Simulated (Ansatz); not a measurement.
Input (CCSDT(Q)/aug-cc-pVDZ; Ansatz, a program for electronic structure):

Ansatz 0.2 input:
```yaml
crystal:
  periodic: [false, false, false]
  atoms:
    - {symbol: C, position_ang: [1.25901593, 0.12802173, 0.25632172]}
    - {symbol: C, position_ang: [0.03027656, -0.27231316, -0.36206217]}
    - {symbol: C, position_ang: [-1.28531778, 0.10854220, 0.05820897]}
    - {symbol: H, position_ang: [2.01569096, -0.66312903, 0.24624594]}
    - {symbol: H, position_ang: [1.15741041, 0.63335730, 1.21336157]}
    - {symbol: H, position_ang: [1.66497281, 0.85795748, -0.48496821]}
    - {symbol: H, position_ang: [0.10301648, -0.92654998, -1.23192244]}
    - {symbol: H, position_ang: [-1.66721530, -0.83778808, 0.51178505]}
    - {symbol: H, position_ang: [-1.97091334, 0.26039059, -0.78171897]}
    - {symbol: H, position_ang: [-1.32681023, 0.89025716, 0.81240595]}
basis:
  gaussian:
    orbitals: aug-cc-pVDZ
total_charge: 1
magnetization: {spin_polarized: false}
correlation: {method: ccsdt_q, electrons: outside_noble_gas}
```

Output:

```
Functional definition: HF
integrals: 0.42 GiB planned
2035 factors; integrals over basis functions are off by at most 2.5e-7 eV
mean field: 0.55 GiB planned
mean field evaluation 1: about -3189.7664 eV, gradient 4.2e1 eV
mean field evaluation 2: about -3189.7667 eV, gradient 4.2e1 eV
mean field evaluation 4: about -3194.4457 eV, gradient 2.8e0 eV
mean field evaluation 8: about -3194.4958 eV, gradient 7.5e-4 eV
mean field evaluation 16: about -3194.4951 eV, gradient 2.3e-1 eV
mean field -3194.49582118 eV, -117.3955561212 hartree, gradient 2.4e-6 eV, S^2 0.000000; 0 other end points of the search recorded, 0 dependent functions left out
3 core orbitals not correlated
reference -3194.49582118 eV, -117.3955561212 hartree; 9, 9 occupied and 120, 120 virtual orbitals, 2035 factors
second order -11.18822773 eV of doubles, -0.00000000 eV of singles
coupled cluster: 8.58 GiB planned
cycle   1  -12.07524355 eV  change   -8.9e-1 eV  update   9.4e-2
cycle   2  -12.66855760 eV  change   -5.9e-1 eV  update   3.8e-2
cycle   3  -12.94155143 eV  change   -2.7e-1 eV  update   2.2e-2
cycle   4  -12.90899714 eV  change    3.3e-2 eV  update   7.3e-3
cycle   5  -12.89926277 eV  change    9.7e-3 eV  update   4.1e-3
cycle   6  -12.90287924 eV  change   -3.6e-3 eV  update   1.0e-3
cycle   7  -12.90263848 eV  change    2.4e-4 eV  update   3.7e-4
cycle   8  -12.90242099 eV  change    2.2e-4 eV  update   1.0e-4
cycle   9  -12.90246961 eV  change   -4.9e-5 eV  update   3.9e-5
cycle  10  -12.90248113 eV  change   -1.2e-5 eV  update   1.1e-5
cycle  11  -12.90246166 eV  change    1.9e-5 eV  update   4.0e-6
cycle  12  -12.90246413 eV  change   -2.5e-6 eV  update   1.8e-6
cycle  13  -12.90246423 eV  change   -1.0e-7 eV  update   6.4e-7
perturbative correction -0.01786332 eV, -0.0006564650 hartree
Total energy: -3207.41614873 eV, -117.8703694012 hartree
```
